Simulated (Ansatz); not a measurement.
(1) Predict a relaxed structure of the cluster AlB₂, charge 0, doublet, at r2SCAN-D4/def2-TZVP (Ansatz).

Answers

(1) 
```xyz
3

B    -0.163    0.213    0.957
B    -0.909    0.043   -0.398
Al    1.072   -0.255   -0.559
```
Point group C2v (tolerance 0.1 Å). This is one stationary point.

The structure comes from a short search, and lower isomers may exist.
